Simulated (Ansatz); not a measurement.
Al–GaH–Cl⁺, doublet: the ladder up to UCCSDT(Q)

Geometry: that of the Al–GaH–Cl, triplet, kept fixed.

| atom | x (Å) | y (Å) | z (Å) |
| --- | --- | --- | --- |
| Al | 0.0000 | -0.7317 | 2.1344 |
| Ga | 0.0000 | 0.6006 | 0.0419 |
| Cl | 0.0000 | -0.6855 | -1.7026 |
| H | 0.0000 | 2.1542 | -0.1484 |

Basis cc-pVDZ; Ansatz 0.2.0. Correlated methods freeze the noble-gas cores and the filled d shells of p-block atoms, which leaves 13 electrons in 44 orbitals. Prefix R: restricted or restricted open-shell reference; prefix U: unrestricted. No spin–orbit coupling is included, and no scalar relativity.

Full CI isn't at hand for all of this; UCCSDT(Q) serves as the reference, and is uncertain by about the last step of the cluster series.

- UHF ⟨S²⟩: 0.777
- T1 diagnostic (RCCSD): 0.0327
- largest doubles amplitude (RCCSD): 0.048
- T1 diagnostic (UCCSD): 0.0231

Q: From what is known of these methods and the diagnostics, rank them by the size of their error in total energy against UCCSDT(Q) in cc-pVDZ, smallest first (an estimate: the text doesn't fix the numbers).
A. UCCSDT
B. UCCSD
C. UCCSD(T)
D. UMP2
E. UHF

A: A (0.60 mEh), C (1.69 mEh), B (8.05 mEh), D (42.69 mEh), E (253.64 mEh).

All errors are against UCCSDT(Q) in cc-pVDZ. Within each family the higher level lies nearer, as is usual though not guaranteed.
